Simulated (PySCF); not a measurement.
How methods differ on the ionisation energy of Be

Be [He] 2s2 (1S) → Be+ [He] 2s1 (2S), as a difference of total energies. Calculation: PySCF 2.14, in def2-TZVP (5s3p1d, 19 functions); the non-relativistic Hamiltonian (point nucleus). Correlated levels: valence: 1s2 frozen. The calculations carry no spin-orbit coupling.

```tsv
method	ionisation energy (eV)	error (eV)
UHF	8.042	-1.281
TPSS	9.062	-0.261
r2SCAN	8.788	-0.535
MP2 (valence)	8.751	-0.572
SCS-MP2 (valence)	8.893	-0.430
CCSD (valence)	9.269	-0.054
```

Reference: 9.323 eV (measured; NIST Atomic Spectra Database, ionization energies).

Errors of the correlated levels include the incompleteness of this basis and the frozen core.

With two correlated electrons CCSD is exact in that space.
